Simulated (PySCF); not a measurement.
# Core-level binding energies of `F/C=C\F`

Compound: C2H2F2.
Structure used (PBE0-D3(BJ)/def2-SVP), in Å, numbered top down from 1:
```
atom  x, y, z in Å
F1    -1.6093   -0.6607    0.0008
C2    -0.6273    0.2282   -0.0004
C3     0.6583   -0.1105    0.0000
F4     1.0753   -1.3680    0.0019
H5    -0.9498    1.2719   -0.0014
H6     1.4527    0.6392   -0.0009
```

The calculation used delta-SCF UKS SCAN, pcX-2 on the ionised atom, pcseg-1 elsewhere, spin-free X2C (PySCF 2.14.0). Vertical ΔSCF values, vacuum level as zero.

Q: What binding energy does each computed site have?

A: 
```
atom(s)                 bonded to  level  binding energy (eV)  count
  C2/C3  F, C (double bond) and H   C 1s               293.43      2
  F1/F4                         C   F 1s               693.69      2
```

Q: Which photon wavelength matches the F 1s of F1/F4 threshold?

A: λ = hc/E = 12398.42 eV Å / 693.69 eV = 17.873 Å.

Atoms equivalent by their bonding share one computed value, that of the first of them. Geometry: PBE0-D3(BJ)/def2-SVP; no solvent, vibrations or thermal averaging.
